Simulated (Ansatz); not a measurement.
`B1PP1`. Charge 0, multiplicity 1.

```csv
atom,x (Å),y (Å),z (Å)
B1,0.0145,0.8111,-0.0030
P2,-0.7523,-0.6872,0.8487
P3,0.7271,-0.7200,-0.8433
H4,0.0356,1.9951,-0.0076
H5,0.2748,-0.6980,1.8366
H6,-0.2998,-0.7010,-1.8314
```

(1) List the harmonic frequencies (cm⁻¹, unscaled) at PBE0-D4/def2-TZVP in Ansatz. (Estimate.)

(2) Is this a minimum?

(3) Give the ideal-gas thermochemistry at 298.15 K and 1 bar (rigid rotor, harmonic oscillator; point group C2, symmetry number 2).

(4) And at 400, 500, 600, 800 and 1000 K?

Answers

(1) Computed: 296, 416, 468, 588, 605, 777, 818, 827, 877, 2366, 2378, 2730.

(2) Yes, all 12 modes are real.

(3) Zero-point energy 78.6 kJ/mol; H(298) − E = 92.7 kJ/mol; entropy 277.8 J/(mol·K), of which translation 162.8, rotation 95.0, vibration 19.9; G(298) − E = 9.9 kJ/mol.

(4) 
```
T (K)  H − E (kJ/mol)  S (J/mol/K)  G − E (kJ/mol)
  400           100.6        300.4           -19.6
  500           109.3        319.8           -50.6
  600           118.7        337.0           -83.5
  800           139.0        366.2          -153.9
 1000           160.9        390.5          -229.7
```
